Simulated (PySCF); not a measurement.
**Reproducing measurements on SF4**

**Experimental background.**

NIST CCCBDB Release 22 (SRD 101), experimental dipoles lists, for the gas: dipole moment (microwave Stark effect, vibrational ground state) 0.632 ± 0.003 D.

The runs below try to reproduce these values; the comparison stands at the end.

Compound: SF4.
Numbering: `[F:1][S:2]([F:3])([F:4])[F:5]`

Structure used (GFN2-xTB), in Å, numbered top down from 1:
```xyz
5
SF4 angstrom
F      0.494   -1.073    0.703
S      0.047   -0.020   -0.438
F     -0.616    1.131    0.481
F      1.543    0.751   -0.261
F     -1.460   -0.786   -0.503
```

The PySCF runs (gas phase, on this GFN2-xTB geometry; no spin–orbit coupling):

```
         level                                                                job  basis functions  wall time
PBE0/def2-SVPD  8 singlets by full TDDFT, 3 Tamm–Dancoff triplets, polarisability              119      8.5 s
```

Hardware: one thread, Arm Neoverse V1, shared host.

**Comparison with experiment**

**Dipole moment.** Measured: 0.632 D (NIST CCCBDB Release 22 (SRD 101), experimental dipoles).

| level | computed (D) | computed − measured (D) | % (from the printed values) |
| --- | --- | --- | --- |
| PBE0/def2-SVPD | 0.842 | +0.210 | +33 |

The computed dipoles belong to one fixed geometry; measured ones are averaged over vibrations unless marked μe. Magnitudes are compared, not signs.

No measured geometry was used, and the causes of the misses weren't examined.
